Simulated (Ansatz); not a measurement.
# CH₃+ (singlet): from Hartree-Fock to the top rungs, 6-31G

The task here is to estimate one member of a computed series from the others.

The runs use Ansatz 0.2.0, Gaussian basis; 6-31G, core rule «outside noble gas», up to 1 orbitals frozen.

The runs, in order: UHF; CCSD(T) on RHF; BCCD(T) on RHF; CISD; CCSDT(Q) on RHF; CISDTQ; CCSDTQ on RHF; CASSCF and MRCISD+Q, 6 electrons in 7 orbitals; CASSCF and NEVPT4(SD), 6 electrons in 7 orbitals; CASSCF and NEVPT2, 6 electrons in 7 orbitals; Full CI.

15 further runs of the same task are left out: 5 that didn't finish, 10 set aside as unsound or not needed. Runs told in other sessions of the task aren't counted.

### The geometry

The geometry is a PBE0/def2-TZVP stationary point (not a proven minimum) of the parent state, kept for this charge and spin.

4 atoms, charge 1, spin multiplicity 1.

Atoms are counted from 1 here; the program's logs count them from 0.

Bond lengths: C1–H2 1.080 Å, C1–H3 1.080 Å, C1–H4 1.080 Å. Angles: H2–C1–H3 120.0°, H2–C1–H4 120.0°, H3–C1–H4 120.0°.

Set-up of the first run:

in.yaml

```yaml
crystal:
  periodic: [false, false, false]
  atoms:
    - {symbol: C, position_ang: [0.000000, 0.000000, 0.000000]}
    - {symbol: H, position_ang: [1.079931, 0.014026, -0.000321]}
    - {symbol: H, position_ang: [-0.552113, 0.928231, -0.002734]}
    - {symbol: H, position_ang: [-0.527818, -0.942256, 0.003055]}
basis:
  gaussian: {orbitals: 6-31G}
total_charge: 1
magnetization: {spin_polarized: true, initial_magnetization: 0}
hamiltonian: {xc: hf}
output: {orbitals: {seedname: orbitals}}
```

Launch:

```
$ ansatz run in.yaml --threads 1 --pin off --events-out ev --progress --plain --max-ram 2393MiB
```

Among the steps run: UHF; CCSD(T) on RHF; BCCD(T) on RHF; CISD; CCSDT(Q) on RHF; CISDTQ; CCSDTQ on RHF; CASSCF and MRCISD+Q, 6 electrons in 7 orbitals; CASSCF and NEVPT4(SD), 6 electrons in 7 orbitals; CASSCF and NEVPT2, 6 electrons in 7 orbitals; Full CI.

One of the session's tables, all rows but one given; the rest of the session is left out.

It belongs to the step «Misses and costs». 

| method | from FCI (meV) |
| --- | --- |
| RHF | +2262.5 |
| RMP2 | +499.9 |
| CISD | +80.4 |
| RCCSD | +29.9 |
| RCCSD(T) | ? |
| BCCD(T) | +7.5 |
| RCCSDT | +1.4 |
| CISDTQ | +0.9 |
| RCCSDT(Q) | +0.3 |
| RCCSDTQ | 0.0 |
| CASSCF valence | +496.4 |
| NEVPT2 valence | +111.9 |
| NEVPT4(SD) valence | +13.3 |
| MRCISD valence | +5.1 |
| MRCISD+Q valence | +1.2 |
| FCI | 0 |

**Question.** Estimate the row for RCCSD(T).

The run gave: from FCI (meV): +7.6. In the column «from FCI (meV)» it lies between BCCD(T) (+7.5) and NEVPT4(SD) valence (+13.3).
